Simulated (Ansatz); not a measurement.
Two structures, one formula

Two relaxed structures of CH$_{3}$OSi, doublet (PBE0-D4/def2-TZVP; forces vanish, vibrations not checked).

A:

C1  (-0.635, 0.845, -0.963)
Si2  (1.526, -2.344, 2.233)
O3  (0.798, -1.391, 1.318)
H4  (-1.038, 0.485, -1.899)
H5  (-0.667, 1.904, -0.747)
H6  (-0.206, 0.154, -0.250)
(Å)

B:

```
atom    x (Å)    y (Å)    z (Å)
  C1  -0.4892   0.3984  -0.7095
 Si2   0.4339  -0.3962   0.6304
  O3   0.5494  -1.9008   0.8316
  H4  -1.0206  -0.1819  -1.4568
  H5  -0.5470   1.4777  -0.8175
  H6   1.0736   0.6028   1.5218
```

Ansatz 0.2.0; basis: def2-TZVPP; cores frozen in the correlated methods; orbitals are unrestricted. B3LYP uses VWN-RPA correlation.

**Question.** Which structure is lower at CCSD(T), and by how much? (Judge from chemistry; the value comes from the calculation.)

**Answer.** Computed: B, by 22.3 kJ/mol (electronic energy, against the other). By their contacts, A is a complex of CH₃ + SiO and B is CH₃OSi ([CH2][SiH][O]).

All methods give the same order:

```tsv
method	E(B) − E(A) (kJ/mol)
PBE-D4	-44.0
r2SCAN-D4	-53.1
PBE0-D4	-48.3
B3LYP-D4	-34.3
wB97M-V	-26.1
HF	-26.9
MP2	-25.1
CCSD	-24.0
CCSD(T)	-22.3
```

No T1 diagnostic of these runs exceeds 0.022. ⟨S²⟩ of the unrestricted Hartree–Fock references: 0.76 to 0.77 (a pure state has 0.75).

Labels in which every atom is bracketed show which atoms are joined, not bond orders.

For scale, one of the runs: CCSD(T)/def2-TZVPP, 146 basis functions, launched by `ansatz run in.yaml --threads 2 --pin off --events-out ev --progress --plain --max-ram 4352MiB`. Hardware: 2 CPU threads of an Arm Neoverse V1, shared host. Wall time 69 s; peak host memory 2 GiB.
